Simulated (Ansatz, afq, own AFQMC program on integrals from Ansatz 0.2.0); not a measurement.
# AlSiH, triplet in 6-31G, levels against full CI

```yaml
atoms:
  - { symbol: Si, position_ang: [0.0000, -0.0360, 1.1654] }
  - { symbol: Al, position_ang: [0.0000, -0.0118, -1.2249] }
  - { symbol: H, position_ang: [0.0000, 1.3177, 0.3154] }
```

Connectivity, by distances: SiH–Al.

Basis 6-31G. Only valence electrons are correlated. Integrals, coupled cluster, full CI and functionals: Ansatz 0.2.0; the random walks run on the same integrals in our own AFQMC program. ph-AFQMC/CISD is guided by a CISD state made of CCSD amplitudes; releasing the constraint for a short imaginary time cuts its bias at the price of noise, slowly where states lie close. ± is one standard error of the sampling.

Determinant: UHF, the one that the program's search chose, which needn't be the lowest solution. The geometry is a point of a scan.

Full CI on the same integrals is exact in this basis and with this determinant's frozen core.

Cautions: lower spins were not checked; the released energies have errors that jump between times, so the bars are unsure, so no released level is given (meV from the phaseless value at times in 1/Eh: -2.6 ± 1.5 at 0.24, 20 ± 24 at 0.51, -6.1 ± 1.4 at 0.99, -7.3 ± 1.3 at 1.62, -8.5 ± 1.6 at 2.40).

The T1 diagnostic is 0.0395, the weight of the determinant in the CISD state is 0.872 and the ⟨S²⟩ of the determinant is 2.047. The size of the correlated space is 8 electrons in 18 orbitals.

Reference: full CI, correlation energy -2.577 eV.

```csv
level,E − E(reference) (kJ/mol),share of correlation (%)
HF,248.7,0.00
MP2,81.0,67.43
CCSD,10.4,95.82
CCSD(T),3.0,98.78
CCSDT,0.7,99.74
CCSDT(Q),0.1,99.97
CCSDTQ,0.0,99.99
ph-AFQMC/HF,3.8 ± 2.1,98.48
ph-AFQMC/CISD,1.2 ± 0.2,99.51
```

CCSDT and higher add their correlation energy to the determinant of the CCSD(T) run, since their own runs factorise the integrals more tightly (a shift of under 2 meV). A walk keeps the symmetry of its determinant, which the program's search chose and which needn't be the lowest solution, so a lower state of the same spin and another symmetry isn't excluded.
